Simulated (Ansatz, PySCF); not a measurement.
Constitutional and geometric isomers with formula C3H3N. All species are isolated molecules in the gas phase. Strings in code marks are SMILES.

Quantity: electronic energy of isomers of C3H3N relative to `C=CC#N`, in kcal/mol. The restricted reference of `C=CC#N`, `C#CN=C` and `C=C=C=N` is unstable towards unrestricted orbitals.

Level 1: frozen-core CCSD(T)/cc-pVDZ // B3LYP-D3(BJ)/def2-TZVP (Ansatz, an electronic-structure program)
Level 2: B3LYP/cc-pVTZ // B3LYP-D3(BJ)/def2-TZVP (Ansatz)
Level 3: PBE-D3(BJ)/def2-TZVP // B3LYP-D3(BJ)/def2-TZVP (PySCF)
Level 4: B3LYP/3-21G // B3LYP-D3(BJ)/def2-TZVP (PySCF)

```
species    level 1  level 2  level 3  level 4
---------  -------  -------  -------  -------
`C#CN=C`      46.5     40.4     38.8     43.7
`C=C=C=N`     43.7     33.6     29.8     37.6
`N=c1cc1`     55.2     48.1     41.9     64.8
```
